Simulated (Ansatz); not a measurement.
# CH5BS: vertical ionisation energy

One table from this session's results is given with a row withheld; the runs are named, their logs left out.

Program: Ansatz 0.2.0, Gaussian basis. Level of theory: unrestricted cation, the program's frozen cores in correlated methods. These are calculated values, not measurements.

Plan: UKS PBE-D4/def2-TZVPP; UKS r2SCAN-D4/def2-TZVPP; UKS PBE0-D4/def2-TZVPP; UKS B3LYP-D4/def2-TZVPP; UKS wB97X-V/def2-TZVPP; UKS wB97M-V/def2-TZVPP; UKS B2PLYP/def2-TZVPP; UHF-CCSD(T)/def2-TZVPP; UHF-MP2/def2-QZVPP; extrapolation to the limit; then −ε(HOMO) from the neutral's earlier runs with LDA (SPW92), PBE-D4, revPBE-D4, BLYP-D4, r2SCAN-D4, B97M-V, PBE0-D4, B3LYP-D4, r2SCANh-D4, r2SCAN0-D4, HSE06-D4, BHLYP-D4, CAM-B3LYP-D4, LC-ωPBE, ωB97X-V, ωB97M-V.

## The geometry

An earlier PBE0-D4 in a triple-zeta def2 set relaxation fixed the geometry.

8 atoms, charge 0, spin multiplicity 1.

Atoms are counted from 1 here; the program's logs count them from 0.

Bond lengths: C1–B2 1.558 Å, C1–H4 1.096 Å, C1–H5 1.096 Å, C1–H6 1.092 Å, B2–S3 1.782 Å, B2–H7 1.195 Å, S3–H8 1.343 Å. Angles: B2–C1–H4 109.5°, B2–C1–H5 109.5°, B2–C1–H6 115.2°, H4–C1–H5 105.3°, H4–C1–H6 108.4°, H5–C1–H6 108.4°, C1–B2–S3 119.7°, C1–B2–H7 121.8°, S3–B2–H7 118.5°, B2–S3–H8 98.9°.

Set-up of the first run:

Input file in.yaml:

```yaml
crystal:
  periodic: [false, false, false]
  atoms:
    - {symbol: C, position_ang: [-0.632711, 0.847926, -0.265769]}
    - {symbol: B, position_ang: [0.342611, -0.361826, -0.154305]}
    - {symbol: S, position_ang: [0.598103, -1.147999, 1.424469]}
    - {symbol: H, position_ang: [-1.413862, 0.622676, -1.001100]}
    - {symbol: H, position_ang: [-0.096794, 1.714406, -0.670285]}
    - {symbol: H, position_ang: [-1.113267, 1.144572, 0.668322]}
    - {symbol: H, position_ang: [0.932322, -0.785187, -1.103838]}
    - {symbol: H, position_ang: [1.475798, -2.091668, 1.046807]}
basis:
  gaussian: {orbitals: def2-TZVPP}
total_charge: 1
magnetization: {spin_polarized: true, initial_magnetization: 1}
hamiltonian: {xc: pbe, dispersion: d4}
```

Steps of the session up to this table: Cation, UKS PBE-D4/def2-TZVPP; Cation, UKS r2SCAN-D4/def2-TZVPP; Cation, UKS PBE0-D4/def2-TZVPP; Cation, UKS B3LYP-D4/def2-TZVPP; Cation, UKS wB97X-V/def2-TZVPP; Cation, UKS wB97M-V/def2-TZVPP; Cation, UKS B2PLYP (frozen core)/def2-TZVPP; Cation, UHF-CCSD(T)/def2-TZVPP; Cation, UHF-MP2/def2-QZVPP.

One table of the session follows, with a row left open; its other results are not shown here.

It belongs to the step «Ionisation energies side by side». Orbital estimates, from the neutral's runs:

```
  functional  −ε(HOMO) (eV)
 LDA (SPW92)              ?
      PBE-D4           6.94
   revPBE-D4           6.89
     BLYP-D4           6.76
   r2SCAN-D4           7.19
      B97M-V           7.25
     PBE0-D4           8.10
    B3LYP-D4           7.85
  r2SCANh-D4           7.62
  r2SCAN0-D4           8.27
    HSE06-D4           7.70
    BHLYP-D4           9.10
CAM-B3LYP-D4           9.40
     LC-ωPBE          10.81
     ωB97X-V          10.44
     ωB97M-V          10.29
```

Estimate the missing values for LDA (SPW92).

**Answer.** −ε(HOMO) (eV): 7.07. In the column «−ε(HOMO) (eV)» it lies between PBE-D4 (6.94) and r2SCAN-D4 (7.19).
